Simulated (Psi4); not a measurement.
Process, species as SMILES: [NH+]#[C-] (C-NH) + 3 [H][H] (H2) → C (CH4) + N (NH3)
B3LYP-D3(BJ)/def2-TZVP geometries, fixed; electronic energies without zero-point terms.

Basis-set convergence of the energy of full hydrogenation at PBE with Psi4. Cartesian d functions, on some or all atoms, in 6-31G*, 6-31G**, 6-31+G*; all else is spherical. Density fitting with the program's default auxiliary sets. Psi4's default fitting sets serve the pcseg sets less well. No added dispersion term, no relativity. Functions are those of the species that has most. Reference: the value in aug-cc-pVQZ, -96.98 kcal/mol, itself unsure by roughly 0.49 kcal/mol (its mean distance from def2-QZVPPD, def2-QZVPP, cc-pVQZ).

| basis | functions | energy of full hydrogenation (kcal/mol) |
|---|---|---|
| 3-21G | 20 | ? |
| 6-31G | 20 | -95.17 |
| def2-SV(P) | 30 | ? |
| 6-31G* | 32 | -94.24 |
| def2-SVP | 34 | -95.76 |
| 6-31G** | 35 | -96.22 |
| 6-31+G* | 40 | -96.27 |
| 6-311G** | 42 | -94.23 |
| 6-311+G** | 50 | ? |
| def2-SVPD | 52 | -103.72 |
| def2-TZVP | 68 | -94.54 |
| pcseg-2 | 86 | ? |
| 6-311++G(3df,3pd) | 111 | -97.11 |

What belongs in the gaps?


- 3-21G, energy of full hydrogenation (kcal/mol): -88.78
- def2-SV(P), energy of full hydrogenation (kcal/mol): -87.29
- 6-311+G**, energy of full hydrogenation (kcal/mol): -96.88
- pcseg-2, energy of full hydrogenation (kcal/mol): -96.79
